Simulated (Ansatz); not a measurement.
## Pulling the pair apart

The pair of OH⁻ (SMILES [OH-], atoms 1–2) and CH2O (SMILES C=O, atoms 3–6), both closed shells, in one local arrangement (a lower one may exist), relaxed at PBE0-D4/def2-TZVPD:

```xyz
6
angstrom
O -0.4316 -0.0843 -1.0664
H 0.4502 0.0433 -1.4360
C -0.0542 -0.0015 0.3825
O 1.2216 0.1946 0.5457
H -0.4581 -0.9671 0.8028
H -0.7280 0.8151 0.7714
```

CH2O is shifted rigidly along the line between the mean atom positions of the two fragments (negative: closer). Counterpoise interaction energies in kcal/mol. Ansatz 0.2.0; basis: def2-TZVPPD; cores frozen in the correlated methods. B3LYP uses VWN-RPA correlation.

```tsv
shift (Å)	B3LYP-D4	wB97M-V	PBE-D4
-0.15	-53.64	-56.78	-52.92
-0.07	-59.65	-62.48	-59.21
0.00	-61.81	-64.20	-61.71
0.07	-61.52	-63.38	-61.80
0.18	-58.77	-59.76	-59.60
0.37	-50.80	-50.17	-52.58
0.75	-35.59	-32.85	-38.49
1.50	-17.31	-13.52	-21.28
```

Question: What does CCSD(T) give at these shifts? (To be estimated.)

Answer: Computed: -47.70, -53.96, -56.16, -55.75, -52.67, -43.99, -28.19, -11.23 kcal/mol. For zero shift, CCSD(T) at an estimated basis limit (MP2 extrapolated from triple and quadruple zeta, plus CCSD(T) − MP2 in triple zeta) gives -59.77 kcal/mol. These are counterpoise interaction energies, counted from the two frozen fragments.

T1 diagnostic: at most 0.026. The restricted Hartree–Fock reference is unstable towards an unrestricted one here.

For scale, one of the runs: CCSD(T)/def2-TZVPPD, 168 basis functions, launched by `ansatz run in.yaml --threads 2 --pin off --events-out ev --progress --plain --max-ram 5222MiB`. Hardware: 2 CPU threads of an Arm Neoverse V1, shared host. Wall time 29 s; peak host memory 1.5 GiB.
